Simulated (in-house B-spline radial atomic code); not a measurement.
Kr. Computed with a B-spline radial atomic code. Model: all-electron spherical atom, spin shells full or empty, radial basis limit, no spin-orbit coupling: exact exchange with a local potential (Slater, KLI or optimised effective potential, whose far tail is KLI's), no correlation.

Exchange potential has not reached -1/r at the last radius.

The run also made RPA and GW results, which its time includes.

The Slater potential averages the orbital exchange potentials with the orbital densities as weights, KLI adds orbital constants, and the optimised effective potential minimises the exact-exchange energy among local potentials. So their energies lie above Hartree-Fock in the order OEP, KLI, Slater. All fall off as −1/r, unlike LDA and GGA exchange.

Command:
```bash
python run_gw.py task.json out
```
Settings (nuclear radius in fm, other lengths in bohr, energies in hartree):
```
Z                      36
electrons              36
configuration          [Ar] 3d10 4s2 4p6
hamiltonian            x2c
method                 kli
lmax                   9
rms_radius             4.1884
spin_polarised         False
box_radius             40
intervals              108
```

Time taken, with all properties: 5 s on 1 thread of Intel(R) Xeon(R) 6975P-C (Granite Rapids), with other jobs on the host.

Given: hamiltonian one-electron scalar X2C; mean-field start exchange-only KLI.

Computed: energy above Hartree-Fock 15.844 millihartree.

| radius (bohr) | r times exchange potential (hartree bohr) |
| --- | --- |
| 0.00139 | -0.042334 |
| 0.00174 | ? |
| 0.00218 | -0.066091 |
| 0.00274 | -0.082733 |
| 0.00344 | -0.10325 |
| 0.00431 | -0.12825 |
| 0.00541 | -0.15895 |
| 0.00678 | -0.19563 |
| 0.00851 | -0.23925 |
| 0.0107 | -0.28985 |
| 0.0134 | -0.34491 |
| 0.0168 | -0.40282 |
| 0.0211 | -0.45884 |
| 0.0264 | -0.50446 |
| 0.0331 | -0.53247 |
| 0.0415 | -0.53683 |
| 0.0521 | -0.52864 |
| 0.0654 | -0.55319 |
| 0.082 | -0.64951 |
| 0.103 | -0.78615 |
| 0.129 | -0.8981 |
| 0.162 | -0.93916 |
| 0.203 | -0.89004 |
| 0.254 | ? |
| 0.319 | -1.0017 |
| 0.4 | -1.2425 |
| 0.502 | -1.3829 |
| 0.63 | -1.3472 |
| 0.79 | -1.1509 |
| 0.991 | -0.96753 |
| 1.24 | -1.0616 |
| 1.56 | -1.245 |
| 1.95 | -1.3354 |
| 2.45 | -1.3298 |
| 3.08 | -1.2628 |
| 3.86 | -1.1819 |
| 4.84 | -1.1144 |

Problem. What belongs in the row 0.00174?

Solution. r times exchange potential (hartree bohr): -0.052897.

Problem. What belongs in the row 0.254?

Solution. r times exchange potential (hartree bohr): -0.84679.

```
occupied  level (hartree)  Hartree-Fock level (hartree)
      1s          -519.68                       -529.37
      2s          -68.638                       -72.049
      2p          -60.719                       -63.516
      3s                ?                             ?
      3p          -7.4553                       -8.4117
      3d          -3.2565                       -3.7476
      4s           -1.024                       -1.1874
      4p         -0.52099                      -0.52318
```

Problem. What belongs in the row 3s?

Solution. level (hartree): -9.9874; Hartree-Fock level (hartree): -11.22.

```json
{"empty": "5s", "level (hartree)": "-0.15703"}
{"empty": "5p", "level (hartree)": "?"}
{"empty": "4d", "level (hartree)": "-0.07215"}
{"empty": "6s", "level (hartree)": "-0.062279"}
```

Problem. What belongs in the row 5p?

Solution. level (hartree): -0.097698.

The highest level, 4p, differs from Hartree-Fock by +0.06 eV and the deepest, 1s, by +264 eV: a local potential can match the highest level but can't give each shell its own exchange.
